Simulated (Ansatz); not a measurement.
Ideal-gas functions of `F[O+]F` radical at 600 K and 1 bar, from an Ansatz frequency run at PBE0-D4/def2-TZVP.

Molar mass 54.0 g/mol, point group C2v (symmetry number 2), electronic degeneracy 2, moments of inertia 6.545, 41.86, 48.405 u Å². Harmonic wavenumbers (cm⁻¹, unscaled): 601, 1061, 1184.

Use S(trans) = R[1.5 ln M + 2.5 ln T − 1.1517]; rotational temperatures θ = 24.2544 K / I; S(rot) = R[ln(√π/σ · √(T³/θAθBθC)) + 1.5]; for each mode x = 1.438777 ν̃/T, S = R[x/(eˣ − 1) − ln(1 − e⁻ˣ)] and H = RT x/(eˣ − 1); 1 cm⁻¹ = 0.0119627 kJ/mol; R = 8.31446 J/(mol·K).

Question: By hand: the entropy, in J/(mol·K).

Answer: Translation 173.1. Rotation: θ = 3.7058, 0.5794, 0.5011 K, giving 90.9. Vibration, mode by mode: 5.96, 2.48, 1.97, in all 10.4. Electronic 5.8. Sum 280.2 J/(mol·K).

Question: By hand: H − E and G − E in kJ/mol, counted from the electronic energy.

Answer: Zero-point energy ½ × 2846 × 0.0119627 = 17.0; thermal vibration 4.2; translation, rotation and pV give 4 RT = 20.0. H − E = 41.2 kJ/mol, and G − E = 41.2 − 600 × 280.2/1000 = -126.9 kJ/mol.

Vibration gives 4 % of the entropy.
